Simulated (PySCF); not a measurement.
# C2HF (fluoroacetylene) at 6 levels

We compute a comparison of 6 runs (HF/STO-3G, HF/3-21G, BHLYP/cc-pVTZ, M06-2X/cc-pVTZ, wB97M-V/cc-pVTZ, wB97X/cc-pVTZ) of C2HF (fluoroacetylene). 

Program for the calculation: PySCF 2.14.0.

1 further run of the same task is left out (set aside as unsound or not needed).

**1. The system as given**

The species is C2HF (4 atoms), meant as a singlet with charge 0. SMILES: `C#CF`. The C1–H4 distance was set to 2.338 Å, away from the relaxed value. At this shape a bond of the SMILES string is far longer than usual.

Bond lengths: C1–C2 1.192 Å, C2–F3 1.270 Å. Angles: C1–C2–F3 180.0°.

**2. The energy at HF/STO-3G (run 1)**

Input file calc.py:

```python
from pyscf import gto, scf

molecule = gto.M(
    atom='C 0.349136 -0.439254 0.280589; C 1.013436 -1.273204 0.814619; F 1.720766 -2.161374 1.383109; H -0.952830 1.196740 -0.765890',
    max_memory=1860,
    charge=0,
    spin=0,
    basis='sto-3g',
    verbose=3,
)

mf = scf.RHF(molecule)
mf.conv_tol = 1e-10
mf.kernel()
if not mf.converged:
    mf = mf.newton().run(mf.mo_coeff, mf.mo_occ)

e_tot = mf.e_tot
print('E(%s) = %.9f' % ('HF', e_tot))
```

On the command line:

```bash
$ OMP_NUM_THREADS=1 python calc.py
```

The program printed:

```text
converged SCF energy = -172.964888634567
E(HF) = -172.964888635
```

Wall time 0.62 s (1 thread of Arm Neoverse V1, shared host); peak memory 0.099 GiB.

**3. The energy at HF/3-21G (run 2)**

Input file calc.py:

```python
from pyscf import gto, scf

mol = gto.M(
    atom='''
C      0.349136    -0.439254     0.280589
C      1.013436    -1.273204     0.814619
F      1.720766    -2.161374     1.383109
H     -0.952830     1.196740    -0.765890
''',
    basis='3-21g',
    verbose=3,
    max_memory=1860,
    charge=0,
)

mf = scf.RHF(mol)
mf.conv_tol = 1e-10
mf.kernel()
if not mf.converged:
    mf = mf.newton().run(mf.mo_coeff, mf.mo_occ)

e_final = mf.e_tot
print('Final energy', e_final)
```

On the command line:

```bash
$ OMP_NUM_THREADS=1 python calc.py
```

The program printed:

```text
converged SCF energy = -174.433561058875
Final energy -174.43356105887534
```

Run time: 0.62 s. Hardware: 1 thread of Arm Neoverse V1, shared host; peak memory 0.099 GiB.

Runs 3 to 5 aren't shown in full; the table further down has their settings and results.

**4. The energy at wB97X/cc-pVTZ (run 6)**

Input file run.py:

```python
from pyscf import gto, dft

mol = gto.Mole()
mol.atom = [
    ('C', (0.349136, -0.439254, 0.280589)),
    ('C', (1.013436, -1.273204, 0.814619)),
    ('F', (1.720766, -2.161374, 1.383109)),
    ('H', (-0.952830, 1.196740, -0.765890)),
]
mol.basis = 'cc-pvtz'
mol.charge = 0
mol.max_memory = 1860
mol.verbose = 3
mol.spin = 0
mol.build()

ks = dft.RKS(mol)
ks.xc = 'wb97x'
ks.conv_tol = 1e-10
ks.grids.level = 5
ks.kernel()
if not ks.converged:
    ks = ks.newton().run(ks.mo_coeff, ks.mo_occ)

e_tot = ks.e_tot
print(f'total energy: {e_tot:.8f} hartree')
```

On the command line:

```bash
$ OMP_NUM_THREADS=1 python run.py
```

The program printed:

```text
converged SCF energy = -176.335038842557
total energy: -176.33503884 hartree
```

It took 19 s on 1 thread of Arm Neoverse V1, shared host; peak memory 0.51 GiB.

**5. All runs side by side**

```
run            level  integration grid  nlc grid  energy (Eh)  dipole moment (D)  HOMO energy (eV)  LUMO energy (eV)  wall time
  1        HF/STO-3G                 –         –  -172.964889               2.42             -8.11              1.06     0.62 s
  2         HF/3-21G                 –         –  -174.433561               2.93            -10.91             -1.68     0.62 s
  3    BHLYP/cc-pVTZ                 5         –  -176.290253               2.18             -9.23             -4.53       13 s
  4   M06-2X/cc-pVTZ                 5         –  -176.326020               2.20             -9.38             -4.48       28 s
  5  wB97M-V/cc-pVTZ                 5         1  -176.335098               1.95            -10.30             -3.34       49 s
  6    wB97X/cc-pVTZ                 5         –  -176.335039               1.93            -10.50             -3.22       19 s
```

**6. Summary of results**

| quantity | value |
| --- | --- |
| run 6: total energy | -176.33504 Eh |
| run 6: dipole moment | 1.93 D |
| run 6: HOMO energy | -10.50 eV |
| run 6: LUMO energy | -3.22 eV |
| run 6: HOMO–LUMO gap | 7.28 eV |

**Reading.** The dipole moment (its size) runs from 1.93 D (wB97X/cc-pVTZ) to 2.93 D (HF/3-21G). The two ends differ in method and basis. The HOMO–LUMO gap runs from 4.69 eV (BHLYP/cc-pVTZ) to 9.23 eV (HF/3-21G). Totals of different functionals can't be ranked against each other. In run 1 the basis is minimal, so the values are rough. In runs 1, 2, 3, 4, 5, 6 a closed-shell determinant meets a far-stretched bond, which it describes badly. All runs together took 1.8 min, the longest 49 s.
